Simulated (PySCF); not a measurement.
**Working out the ionisation energy of Al**

Al [Ne] 3s2 3p1 (2P) → Al+ [Ne] 3s2 (1S). Calculation: PySCF 2.14, in x2c-SVPall; the spin-free X2C one-electron Hamiltonian (Gaussian nucleus). Frozen: [Ne]. Energies in hartree (1 hartree = 27.21139 eV):

```
            part   Al (lower)  Al+ (upper)
             UHF  -242.218958  -242.015075
CCSD correlation    -0.043516    -0.038082
             (T)    -0.000576     0.000000
```

What does Hartree-Fock give?

(-242.015075) − (-242.218958) = 0.203883 hartree = 5.548 eV.

What do CCSD and CCSD(T) give?

The CCSD correlation energies differ by 0.005434 hartree = 0.148 eV and the triples by 0.000576 hartree = 0.016 eV, so CCSD gives 5.696 eV and CCSD(T) 5.712 eV.

Measured between the centres of the two terms (NIST): 5.977 eV, so CCSD(T) (valence) is off by -0.265 eV.

A double-zeta basis recovers only part of the correlation energy.

What remains against the reference includes basis incompleteness, the frozen core and higher excitations.
